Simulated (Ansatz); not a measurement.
```yaml
crystal:
  periodic: [false, false, false]
  atoms:
    - {symbol: C, position_ang: [1.719934, 0.537379, -0.016845]}
    - {symbol: C, position_ang: [-0.460410, -1.070141, 1.039981]}
    - {symbol: S, position_ang: [-0.510410, -1.120141, 0.739981]}
    - {symbol: S, position_ang: [-1.959974, -0.771755, -0.674104]}
    - {symbol: H, position_ang: [2.562859, 1.135946, -0.270217]}
    - {symbol: H, position_ang: [-2.533372, 0.295507, -0.085391]}
basis:
  gaussian: {orbitals: def2-SVPD}
hamiltonian: {xc: {name: PBEsol}, pseudopotentials: {relativity: scalar}}
output: {forces: true}
```

```sh
$ ansatz run in.yaml --threads 2 --pin off --events-out ev --progress --plain --max-ram 4352MiB
```

Shortened log:

```
Functional definition: PBEsol
1006 factors; their error is unknown
mean field evaluation 1: about -22640.6055 eV, gradient 1.9e2 eV
mean field evaluation 2: about -22135.7755 eV, gradient 3.1e2 eV
mean field evaluation 4: about -22481.4757 eV, gradient 2.0e2 eV
mean field evaluation 8: about -22714.8756 eV, gradient 1.4e1 eV
mean field evaluation 16: about -22715.7389 eV, gradient 2.2e-1 eV
mean field evaluation 32: about -22715.7413 eV, gradient 2.8e-6 eV
a density is far from that of the atoms, so the factors are made again for it
1096 factors; integrals over basis functions are off by at most 9.4e-4 eV
mean field -22715.74067183 eV, -834.7880724077 hartree, gradient 7.9e-6 eV, S^2 0.000000; 0 other end points of the search recorded, 0 dependent functions left out
reference -22715.74071835 eV, -834.7880741173 hartree; 23, 23 occupied and 87, 87 virtual orbitals, 1096 factors
Total energy: -22715.74071835 eV, -834.7880741173 hartree
Relativity: scalar
Atom 0 at     1.719934     0.537379    -0.016845 Å, force    -2.764621    -2.229046     1.948686 eV/Å
Atom 1 at    -0.460410    -1.070141     1.039981 Å, force  1317.906145  1331.597207  7951.121154 eV/Å
Atom 2 at    -0.510410    -1.120141     0.739981 Å, force -1313.928891 -1332.255404 -7951.536778 eV/Å
Atom 3 at    -1.959974    -0.771755    -0.674104 Å, force    -1.917073     0.915085    -0.281255 eV/Å
Atom 4 at     2.562859     1.135946    -0.270217 Å, force     1.623182     1.317482    -1.088786 eV/Å
Atom 5 at    -2.533372     0.295507    -0.085391 Å, force    -0.918742     0.654677    -0.163022 eV/Å
Dipole moment:    -0.535183    -0.242483     0.583089 e Å
```

(1) What is wrong with this run?

## Answers

(1) One atom was put on top of another. The run converged. The result belongs to that input, not to the molecule as meant.
